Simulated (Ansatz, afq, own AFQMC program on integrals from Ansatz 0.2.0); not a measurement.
AlNH, doublet in 6-31G, levels against full CI

```xyz
3

Al    0.0000    0.0000    0.2833
N     0.0000    0.0000   -2.1467
H     0.0000    0.0000    1.8634
```

Connectivity, by distances: AlH ··· N.

Basis 6-31G. Noble-gas cores (and the filled d shells of Ga–Kr and In–Xe) are frozen. AFQMC by an in-house program on the Cholesky factors that Ansatz 0.2.0 writes for its CCSD(T) run. ph-AFQMC/CISD is guided by a CISD state made of CCSD amplitudes; releasing the constraint for a short imaginary time cuts its bias at the price of noise, slowly where states lie close. Error bars are statistical, one sigma.

Determinant: UHF, the one that the program's search chose, which needn't be the lowest solution. The geometry is a point of a scan.

Full CI on the same integrals is exact in this basis and with this determinant's frozen core.

Cautions: strong correlation (T1 0.099, weight of the determinant 0.69, largest double 0.18); unrestricted determinant spin contaminated (⟨S²⟩ 2.39 against 0.75); the released energies are still falling, so no released level is given (meV from the phaseless value at times in 1/Eh: -9 ± 7 at 0.24, -8 ± 10 at 0.51, -24 ± 6 at 0.99, -26 ± 7 at 1.62, -36 ± 7 at 2.40).

The T1 diagnostic is 0.0988. The weight of the determinant in the CISD state is 0.686. The ⟨S²⟩ of the determinant is 2.392. The size of the correlated space is 9 electrons in 18 orbitals.

Reference: full CI, correlation energy -2.861 eV. The cautions show a poor starting determinant, so the rows tell how each method copes with it here, and full CI is the sure value.

```json
{"level": "HF", "E − E(reference) (mEh)": "105.14", "share of correlation (%)": "0.00"}
{"level": "MP2", "E − E(reference) (mEh)": "49.06", "share of correlation (%)": "53.34"}
{"level": "CCSD", "E − E(reference) (mEh)": "11.03", "share of correlation (%)": "89.51"}
{"level": "CCSD(T)", "E − E(reference) (mEh)": "6.06", "share of correlation (%)": "94.24"}
{"level": "CCSDT", "E − E(reference) (mEh)": "2.18", "share of correlation (%)": "97.92"}
{"level": "CCSDT(Q)", "E − E(reference) (mEh)": "1.02", "share of correlation (%)": "99.03"}
{"level": "CCSDTQ", "E − E(reference) (mEh)": "0.34", "share of correlation (%)": "99.67"}
{"level": "ph-AFQMC/HF", "E − E(reference) (mEh)": "-2.84 ± 0.72", "share of correlation (%)": "102.70"}
{"level": "ph-AFQMC/CISD", "E − E(reference) (mEh)": "0.75 ± 0.31", "share of correlation (%)": "99.29"}
```

CCSDT and higher add their correlation energy to the determinant of the CCSD(T) run, since their own runs factorise the integrals more tightly (a shift of under 2 meV). A walk keeps the symmetry of its determinant, which the program's search chose and which needn't be the lowest solution, so a lower state of the same spin and another symmetry isn't excluded.
